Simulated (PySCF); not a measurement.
An unknown shows these calculated signals:

$^{1}$H NMR (600 MHz, computed): δ 5.60 (s, 4H).

$^{13}$C{$^{1}$H} NMR (computed): δ 133.1 (CH).

[PySCF 2.14: coordinates at the PBE0-D3(BJ)/def2-SVP level; spin–spin couplings from B3LYP/pcJ-1 (without the spin–dipole term); σ from GIAO-HF/pcSseg-2; no solvent model; non-relativistic; single conformer; averaged over atoms made equivalent by symmetry, fast rotation or ring inversion]

δ = σ(ref) − σ, references computed at the same level: $^{1}$H (σref 31.68), $^{13}$C (σref 191.47) vs TMS.

Which of these does the molecule contain: a non-aromatic C=C double bond, a benzene ring, a (CH3)2CH unit, a Si–H bond?

## Answers


- A non-aromatic C=C double bond: yes.
- A benzene ring: no.
- A (CH3)2CH unit: no.
- A Si–H bond: no.

The data belong to 1,4-dioxin (SMILES C1=COC=CO1); they needn't prove each group on their own.

Carbon signals by region: 1 in the sp2 and nitrile region (100–160 ppm).

Shifts are as computed, not scaled to solution data. Of 1211 compounds with measured shifts, 218 miss one by over three times the rms of a fit or turn the order of signals round; such compounds aren't used in these exercises.
